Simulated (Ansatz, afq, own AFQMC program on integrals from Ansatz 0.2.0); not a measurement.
**CH2Si, singlet in cc-pVDZ, levels against CCSDT(Q)**

```yaml
atoms:
  - { symbol: Si, position_ang: [0.0000, 0.0000, 0.4791] }
  - { symbol: C, position_ang: [0.0000, 0.0000, -0.8729] }
  - { symbol: H, position_ang: [0.0000, -0.9093, -1.4745] }
  - { symbol: H, position_ang: [0.0000, 0.9093, -1.4745] }
```

Connectivity, by distances: Si–CH2.

Basis cc-pVDZ. Only valence electrons are correlated. Ansatz 0.2.0 and our own AFQMC program on the same integrals; the CISD trial comes from CCSD amplitudes, and released means the phaseless constraint is let go. Free projection: walkers drawn from exp(T), propagated without any constraint. Its projection time is finite, and what remains of the start isn't in its error. Uncertainties: one standard error, sampling alone.

Determinant: RHF, the one that the program's search chose, which needn't be the lowest solution. The geometry is a point of a scan.

No full CI on the walks' own integrals is used here; CCSDT(Q) serves as the reference and is uncertain by about the last step of the cluster series.

The T1 diagnostic is 0.0121. The weight of the determinant in the CISD state is 0.880. The size of the correlated space is 10 electrons in 36 orbitals.

Reference: CCSDT(Q), correlation energy -6.698 eV. The released energy is read at 2.40 1/Eh (meV from the phaseless value at times in 1/Eh: -6 ± 15 at 0.24, -14 ± 11 at 0.51, -22 ± 13 at 0.99, -15 ± 12 at 1.62, -27 ± 16 at 2.40).

```csv
level,E − E(reference) (kJ/mol),share of correlation (%)
HF,646.3,0.00
MP2,95.8,85.18
CCSD,23.6,96.35
CCSD(T),3.4,99.47
CCSDT,1.5,99.77
ph-AFQMC/HF,-15.5 ± 5.1,102.41
ph-AFQMC/CISD,1.8 ± 1.0,99.73
released AFQMC,-0.9 ± 1.5,100.13
free AFQMC,-0.6 ± 1.2,100.10
```

Free projections are given only where their last times agree within the noise and don't stop above the reference; a slow remainder of the start can still hide under it. A walk keeps the symmetry of its determinant, which the program's search chose and which needn't be the lowest solution, so a lower state of the same spin and another symmetry isn't excluded. Released energies are given only where the last usable release times agree within the noise; a slower fall can still hide under it.
